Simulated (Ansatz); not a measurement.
**Nb (bcc): energy against volume**

The calculation used DFT, BLYP, plane waves (420 eV) with PAW, scalar-relativistic in Ansatz. The PAW files were generated under PBE, with cores re-solved for the functional.

The cell is scaled uniformly from the relaxed one, with fractional coordinates and shape fixed. Energies are extrapolated to zero smearing, pressures are those at the given smearing. Magnetic state: non-magnetic.

A Birch-Murnaghan fit gives V₀ = 18.83 Å³/atom, B₀ = 157 GPa, B₀′ = 3.7.

Problem. What are the energy above the minimum and the pressure at 17.282 Å³/atom?

Solution. 71.0 meV/atom and 15.81 GPa as computed.

Problem. What are the energy above the minimum and the pressure at 18.033 Å³/atom?

Solution. 17.5 meV/atom and 7.39 GPa as computed.

Problem. What are the energy above the minimum and the pressure at 21.039 Å³/atom?

Solution. 106.5 meV/atom and -14.01 GPa as computed.
